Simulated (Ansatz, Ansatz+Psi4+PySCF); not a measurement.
```xyz
4

O     0.0000    0.0000    0.6460
C     0.0000    0.0000   -0.5241
H     0.0000    0.9344   -1.1117
H     0.0000   -0.9344   -1.1117
```

Basis set: cc-pVTZ (spherical functions). Correlated methods keep 2 orbitals frozen. Charge 0, multiplicity 1.

Computed with Ansatz (development build ahead of 0.2.0); each method stands on the lowest determinant of its kind that the runs found. Restricted open shells among the atoms or ions are ROHF, correlated in semicanonical orbitals with singles.

The atomization energy at this shape (free ground-state atoms in the same class of orbitals less the molecule, no zero-point energy) of singlet CH2O:

```
 method  atomization energy
RHF-MP2     371.19 kcal/mol
    RHF     264.19 kcal/mol
```

Task: What does RHF-CCSD(T) give?

Result: 362.19 kcal/mol.
